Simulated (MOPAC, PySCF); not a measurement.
CH₄O, SMILES `CO`, neutral singlet in the gas phase. 

Cartesian coordinates (Å):
SMILES: CO
```xyz
6

C     -0.3381     0.0091    -0.0568
O      0.9037    -0.5908     0.1676
H     -1.0841    -0.7931    -0.1595
H     -0.3734     0.6102    -0.9870
H     -0.6687     0.6590     0.7775
H      1.5606     0.1055     0.2583
```
Charge 0, multiplicity 1.

All levels are single points at this geometry (PBE0-D3(BJ)/def2-SVP); Pople sets use spherical d functions. Orbital energies aren't observables, and empty levels follow the basis.

B3LYP-D3(BJ)/def2-TZVP in PySCF gives dipole (D) = 1.65.

Task: Estimate the dipole (D) from each of these levels: M06-2X/def2-TZVP in PySCF; BP86/6-31G* in PySCF; M06-2X/6-31G* in PySCF; SVWN5/6-31G* in PySCF; PM3 in MOPAC.

Result: 
```tsv
level	dipole (D)
M06-2X/def2-TZVP in PySCF	1.70
BP86/6-31G* in PySCF	1.58
M06-2X/6-31G* in PySCF	1.71
SVWN5/6-31G* in PySCF	1.63
PM3 in MOPAC	1.48
```
